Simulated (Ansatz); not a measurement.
# CH₅LiSi: functionals against CCSD(T) at one geometry

One table from this session's results is given with a row withheld; the runs are named, their logs left out.

Method: single points in def2-TZVPP; program: Ansatz 0.2.0, Gaussian basis.

Correlated methods freeze the cores. The outer core shell of Li, Na, Mg and K is correlated.

## The system as given

SMILES `[Li][CH2][SiH3]`, 8 atoms, charge 0, spin multiplicity 1.

Atoms are counted from 1 here; the program's logs count them from 0.

Bond lengths: Li1–C2 1.877 Å, C2–Si3 2.021 Å, C2–H4 1.077 Å, C2–H5 1.144 Å, Si3–H6 1.491 Å, Si3–H7 1.530 Å, Si3–H8 1.430 Å. Angles: Li1–C2–Si3 116.0°, Li1–C2–H4 113.8°, Li1–C2–H5 113.3°, Si3–C2–H4 104.3°, Si3–C2–H5 106.1°, H4–C2–H5 101.9°, C2–Si3–H6 106.9°, C2–Si3–H7 112.0°, C2–Si3–H8 114.6°, H6–Si3–H7 105.6°, H6–Si3–H8 118.2°, H7–Si3–H8 99.1°.

As a file:

```csv
atom,x (Å),y (Å),z (Å)
Li1,-2.32950,0.80330,-0.45200
C2,-0.50060,0.53560,-0.77820
Si3,0.52570,-0.43200,0.66890
H4,-0.29610,-0.02930,-1.67240
H5,0.07060,1.50620,-0.97680
H6,0.50940,0.44590,1.87360
H7,2.00260,-0.60370,0.30620
H8,0.17140,-1.80820,0.83120
```

Set-up of the first run:

File run/in.yaml:

```yaml
crystal:
  periodic: [false, false, false]
  atoms:
    - {symbol: Li, position_ang: [-2.329500, 0.803300, -0.452000]}
    - {symbol: C, position_ang: [-0.500600, 0.535600, -0.778200]}
    - {symbol: Si, position_ang: [0.525700, -0.432000, 0.668900]}
    - {symbol: H, position_ang: [-0.296100, -0.029300, -1.672400]}
    - {symbol: H, position_ang: [0.070600, 1.506200, -0.976800]}
    - {symbol: H, position_ang: [0.509400, 0.445900, 1.873600]}
    - {symbol: H, position_ang: [2.002600, -0.603700, 0.306200]}
    - {symbol: H, position_ang: [0.171400, -1.808200, 0.831200]}
basis:
  gaussian: {orbitals: def2-TZVPP}
correlation: {method: ccsd_t}
output: {forces: true}
```

No record of the launch command was kept for these runs.

Among the steps run: CCSD(T)/def2-TZVPP; PBE0-D4/def2-TZVPP; wB97M-V/def2-TZVPP; r2SCAN-D4/def2-TZVPP; PBE-D4/def2-TZVPP; r2SCANh-D4/def2-TZVPP; B97M-V/def2-TZVPP.

One table of the session follows, with a row left open; its other results are not shown here.

```
    method  RMS force component (eV/Å)  angle to CCSD(T) forces (°)  dipole (D)
   CCSD(T)                       1.017                    reference        6.72
   PBE0-D4                       1.023                          3.5        6.63
   wB97M-V                       1.025                          2.9        6.58
 r2SCAN-D4                       1.013                          2.9        6.73
    PBE-D4                           ?                            ?           ?
r2SCANh-D4                       1.024                          2.6        6.74
    B97M-V                       1.024                          4.3        6.87
```

Estimate the missing values for PBE-D4.

As computed: RMS force component (eV/Å): 0.984; angle to CCSD(T) forces (°): 7.2; dipole (D): 6.50. In the column «RMS force component (eV/Å)» it is the lowest.
